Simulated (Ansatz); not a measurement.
A made-up structure of MgH$_{2}$ClO (charge +1), closed shell:

O1  (-0.745, 0.644, -0.488)
Mg2  (0.751, -0.649, 0.496)
Cl3  (2.363, -2.042, 1.547)
H4  (-1.519, 1.227, -0.001)
H5  (-0.849, 0.820, -1.553)
(Å)

It is relaxed with PBE-D4/def2-SVP and then PBE0-D4/def2-TZVP (Ansatz 0.2.0). Atoms count as bonded within 1.22 times the sum of their covalent radii (H–H: 0.88 Å). The end point is not checked to be a true minimum.

Does its bonding change? (Judge from chemistry; the calculation decides.)

Computed: No: no bond forms or breaks.

Where it ends: The first stage lowers the energy by 0.79 eV in 6 steps. It ends as MgH₂ClO ([OH2][Mg][Cl]), total charge +1:
| atom | x (Å) | y (Å) | z (Å) |
| --- | --- | --- | --- |
| O1 | -0.6654 | 0.5753 | -0.4363 |
| Mg2 | 0.6715 | -0.5802 | 0.4409 |
| Cl3 | 2.1092 | -1.8232 | 1.3827 |
| H4 | -1.3562 | 1.0950 | -0.0006 |
| H5 | -0.7592 | 0.7330 | -1.3868 |

Labels in which every atom is bracketed show which atoms are joined, not bond orders.

For scale, one of the runs: PBE0-D4/def2-TZVP relaxation, 112 basis functions, launched by `ansatz run in.yaml --threads 2 --pin off --events-out ev --progress --plain --max-ram 4352MiB`. The run took about 10 s on 2 CPU threads of an Arm Neoverse V2 (shared host).
